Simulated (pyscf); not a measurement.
This saddle point was located with ωB97X-D3(BJ)/def2-SVP in PySCF.

```
Ge
H 1 1.7375
Cl 2 1.5410 1 161.97
Cl 1 2.1234 2 117.42 3 -69.49
Cl 1 2.1234 2 117.69 3 69.52
Cl 1 2.1533 2 93.81 3 -179.95
Cl 2 2.3750 3 76.15 1 0.18
```

Surface: singlet, charge 0. Lowest wavenumbers (cm⁻¹): 2061i, 12, 72, 83, 129.

Q: What reaction is this the transition state of?

A: `[Cl][GeH]([Cl])[Cl]` + `[Cl][Cl]` ⇌ `[Cl][Ge]([Cl])([Cl])[Cl]` + `[ClH]`, a four-centre exchange read from left to right: Ge–H, Cl–Cl broken and Cl–Ge, Cl–H formed. At ωB97M-D3(BJ)/def2-TZVP it lies +2.91 eV from the left side and +5.29 eV from the right (each side as separated species at their lowest minima found). From the product side, Cl• + Cl–Ge•(Cl)–Cl + HCl lies, by one bond made or cut, 1.35 eV under this saddle at ωB97M-D3(BJ). The same reactants have a lower exit, to Cl• + Cl• + Cl–GeH(Cl)–Cl (no saddle counted: cutting one bond costs +2.55 eV at ωB97M-D3(BJ), against +2.91 eV here). This is the saddle that the search found; another between the same sides may lie lower. A restricted solution here is unstable towards spin polarisation, so biradical character is likely and single-reference numbers are less safe. Elements up to Kr have no core potential and no relativistic terms here.
